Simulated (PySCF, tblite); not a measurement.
Isomers of C4H8N2, one GFN2-xTB conformer each. Single-point energies are computed at PBE0/pcSseg-1 (PySCF, gas phase, no added dispersion term), electronic only.

Task: Rank them by PBE0/pcSseg-1 energy, lowest first (kJ/mol).
A. `[H]/[N:6]=[C:4](/[CH2:3][N:2]=[CH2:1])[CH3:5]` with C1–N2–C3–C4 121°, N2–C3–C4–C5 54°
B. `[CH3:1]/[CH:2]=[N:3]\[N:4]=[CH:5]\[CH3:6]` with C2–N3–N4–C5 -97°
C. `[CH2:1]=[N:2][NH:3][CH:4]1[CH2:5][CH2:6]1` with C1–N2–N3–C4 -166°, N2–N3–C4–C5 -168°
D. `[CH2:1]=[CH:2]/[C:3]([CH3:4])=[N:5]\[NH2:6]` with C1–C2–C3–C4 3°, C3–N5–N6–H -22° and -160°
E. `[H]/[N:4]=[C:3](/[CH:2]=[CH2:1])[CH2:5][NH2:6]` with C1–C2–C3–N4 -173°, C2–C3–C5–N6 171°, C3–C5–N6–H -69° and 171°

Result: E (0.0), A (6.2), D (49.5), B (50.6), C (117.4).

As drawn, the lowest has a C=C bond outside aromatic rings, which the highest lacks; the highest has a three-membered ring and an N–N linkage, which the lowest lacks. Neighbours under 10 kJ/mol apart ([H]/N=C(/C=C)CN and [H]/N=C(\C)CN=C; C=C/C(C)=N\N and C/C=N\N=C\C) can change places with a better method, another conformer or zero-point energy. GFN2-xTB itself gives, in the same order: 68.6, 22.0, 63.2, 0.0, 58.1. GFN2-xTB puts C/C=N\N=C\C lowest instead; measured from each level's own lowest isomer, the values differ by up to 68.6 kJ/mol ([H]/N=C(/C=C)CN: 68.6 against 0.0).

Task: Which frontier levels, dipoles and rotational constants go with these structures?

Result: 
```
         SMILES  HOMO (eV, PBE0/pcSseg-1)  LUMO (eV)  dipole (D)      A, B, C (MHz)
[H]/N=C(/C=C)CN                     -7.31      -0.99        3.34   6638, 2527, 1870
[H]/N=C(\C)CN=C                     -7.25      -0.40        0.89   6844, 2368, 2001
   C=C/C(C)=N\N                     -6.12      -0.87        1.86   5866, 2739, 1892
    C/C=N\N=C\C                     -6.69       0.11        2.14   9811, 1840, 1645
      C=NNC1CC1                     -5.90       0.47        1.79  13866, 1825, 1783
```

Task: What happens when harmonic zero-point energies from GFN2-xTB frequencies are added?

Result: 
```json
{"SMILES": "[H]/N=C(/C=C)CN", "ZPE (kJ/mol)": "305.6", "electronic (kJ/mol)": "0.0", "with ZPE (kJ/mol)": "0.0"}
{"SMILES": "[H]/N=C(\\C)CN=C", "ZPE (kJ/mol)": "302.4", "electronic (kJ/mol)": "6.2", "with ZPE (kJ/mol)": "2.9"}
{"SMILES": "C=C/C(C)=N\\N", "ZPE (kJ/mol)": "302.6", "electronic (kJ/mol)": "49.5", "with ZPE (kJ/mol)": "46.5"}
{"SMILES": "C/C=N\\N=C\\C", "ZPE (kJ/mol)": "301.3", "electronic (kJ/mol)": "50.6", "with ZPE (kJ/mol)": "46.3"}
{"SMILES": "C=NNC1CC1", "ZPE (kJ/mol)": "305.0", "electronic (kJ/mol)": "117.4", "with ZPE (kJ/mol)": "116.8"}
```

The zero-point energies span 4.3 kJ/mol. The lowest isomer stays, but the order above it changes.

Task: As an exercise, what shares would exp(−E/RT) give at 1000 K from these electronic energies alone (no entropy, no degeneracies)?

Result: RT = 8.314 kJ/mol: [H]/N=C(/C=C)CN 67.5 %, [H]/N=C(\C)CN=C 32.2 %, C=C/C(C)=N\N 0.2 %, C/C=N\N=C\C 0.2 %, C=NNC1CC1 under 0.1 %.
